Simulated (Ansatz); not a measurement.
`C=C(N)OC` and `C=C(N)NC` differ in one atom or group.

Ansatz, PBE0-D4/def2-TZVP geometries, multiplicity 1. Each molecule was computed in one conformer, which needn't be the lowest.

| property | `C=C(N)OC` |
| --- | --- |
| LUMO energy (PBE/def2-TZVPP) / eV | 0.33 |
| size of the dipole moment (ωB97M-V/def2-TZVPP) / D | 1.08 |
| HOMO–LUMO gap (PBE/def2-TZVPP) / eV | 4.99 |
| HOMO–LUMO gap (PBE0/def2-TZVPP) / eV | 7.04 |
| LUMO energy (PBE0/def2-TZVPP) / eV | 1.20 |
| LUMO energy (B3LYP/def2-TZVPP) / eV | 0.84 |

Problem. Give the same properties after the change, and the shifts. (Estimate.)

Solution. Computed: 
```csv
property,`C=C(N)NC`,shift
LUMO energy (PBE/def2-TZVPP) / eV,0.11,-0.22
size of the dipole moment (ωB97M-V/def2-TZVPP) / D,1.02,-0.06
HOMO–LUMO gap (PBE/def2-TZVPP) / eV,4.59,-0.40
HOMO–LUMO gap (PBE0/def2-TZVPP) / eV,6.59,-0.45
LUMO energy (PBE0/def2-TZVPP) / eV,0.97,-0.23
LUMO energy (B3LYP/def2-TZVPP) / eV,0.63,-0.21
```

With PBE0 the HOMO rises by 0.22 eV and the LUMO falls by 0.23 eV, so the gap narrows by about 0.45 eV. PBE moves the HOMO by 0.18 eV and ωB97M-V by 0.25 eV. Dipoles are sizes alone; their direction can turn.

B3LYP here is the variant with VWN-RPA as its local correlation; programs differ in this.
